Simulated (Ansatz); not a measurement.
```yaml
crystal:
  periodic: [false, false, false]
  atoms:
    - {symbol: Al, position_ang: [0.000000, 0.000000, -1.868967]}
    - {symbol: C, position_ang: [0.000000, 0.000000, 0.000000]}
    - {symbol: Al, position_ang: [0.000000, 0.000000, 1.868967]}
basis:
  gaussian: {orbitals: def2-TZVP}
hamiltonian: {xc: pbe0}
relax: {f_tol: 0.004, max_steps: 80}
```

```sh
$ ansatz run in.yaml --threads 1 --pin off --events-out ev --progress --plain --max-ram 2176MiB
```

Steps of the relaxation (energy above the last step; positions in Å, forces in eV/Å):

```
3
step 1, 135.7 meV
Al    0.000    0.000   -1.869    0.000    0.000    1.486
C     0.000    0.000    0.000    0.000    0.000    0.000
Al    0.000    0.000    1.869    0.000    0.000   -1.486
```

```
3
step 2, 31.7 meV
Al    0.000    0.000   -1.825    0.000    0.000    0.805
C     0.000    0.000    0.000    0.000    0.000    0.000
Al    0.000    0.000    1.825    0.000    0.000   -0.805
```

```
3
step 3, 2.1 meV
Al    0.000    0.000   -1.778    0.000    0.000   -0.224
C     0.000    0.000    0.000    0.000    0.000    0.000
Al    0.000    0.000    1.778    0.000    0.000    0.224
```

```
3
step 4, 0.0 meV
Al    0.000    0.000   -1.787    0.000    0.000   -0.004
C     0.000    0.000    0.000    0.000    0.000    0.000
Al    0.000    0.000    1.787    0.000    0.000    0.004
```

Close pairs at the end: Al1–C2 1.787 Å, C2–Al3 1.787 Å.

A stationary point of restricted PBE0 after 4 steps (its stability towards spin polarisation wasn't tested); no frequencies were run, so it isn't proven a minimum. 27 s on 1 thread of Arm Neoverse V1, shared host.
